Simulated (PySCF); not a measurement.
Frontier levels across methods

Species: (CH3CH2)2CHF, C5H11F.
SMILES with atom numbers: `[CH3:1][CH2:2][CH:3]([F:4])[CH2:5][CH3:6]` (hydrogens: H7, H8, H9 on C1; H10, H11 on C2; H12 on C3; H13, H14 on C5; H15, H16, H17 on C6)

Geometry (PBE0-D3(BJ)/def2-SVP, Å), atoms numbered from 1 in this order:
```
atom  x, y, z in Å
C1    -2.5238    0.3502    0.1527
C2    -1.2773   -0.5071    0.2941
C3     0.0049    0.2636    0.0548
F4    -0.0386    0.8026   -1.2239
C5     1.2641   -0.5697    0.1803
C6     2.5324    0.2262   -0.0769
H7    -3.4384   -0.2407    0.3078
H8    -2.5717    0.7980   -0.8503
H9    -2.5283    1.1730    0.8857
H10   -1.2265   -0.9559    1.3002
H11   -1.3094   -1.3469   -0.4214
H12    0.0575    1.1222    0.7533
H13    1.1898   -1.4095   -0.5321
H14    1.2828   -1.0161    1.1886
H15    2.6469    1.0435    0.6532
H16    2.5070    0.6768   -1.0795
H17    3.4273   -0.4097   -0.0100
```

Basis pcSseg-1 throughout (PySCF), one geometry. Isolated species at its PBE0-D3(BJ)/def2-SVP geometry (one conformer only).

Question: How do the orbital energies, the gap and the dipole change with the method?

Answer: 
```csv
method,kind,HOMO (eV),LUMO (eV),gap (eV),μ (D),SCF cycles
B97-D,GGA,-7.42,0.80,8.22,1.64,12
KT2,GGA,-7.51,0.59,8.11,1.60,14
KT3,GGA,-7.54,0.55,8.09,1.59,14
B3LYP,global hybrid,-8.74,1.16,9.89,1.71,12
PBE0,global hybrid,-8.96,1.49,10.45,1.73,12
mPW1PW91,global hybrid,-9.01,1.52,10.53,1.74,12
```

The HOMO spans 1.58 eV, from B97-D down to mPW1PW91, and the gap runs from 8.09 eV (KT3) to 10.53 eV (mPW1PW91). Over the methods B97-D (0 %), KT2 (0 %), KT3 (0 %), B3LYP (20 %), PBE0 (25 %), mPW1PW91 (25 %), a straight line through the gap against the share of exact exchange rises by 0.93 eV for each 10 % (correlation coefficient 0.998). The dipole ranges from 1.59 D (KT3) to 1.74 D (mPW1PW91). This basis has no diffuse functions.

The vertical ΔSCF ionisation energy at CAM-B3LYP/def2-SVPD is 11.26 eV; −ε(HOMO) comes closest to it with mPW1PW91 (9.01 eV).
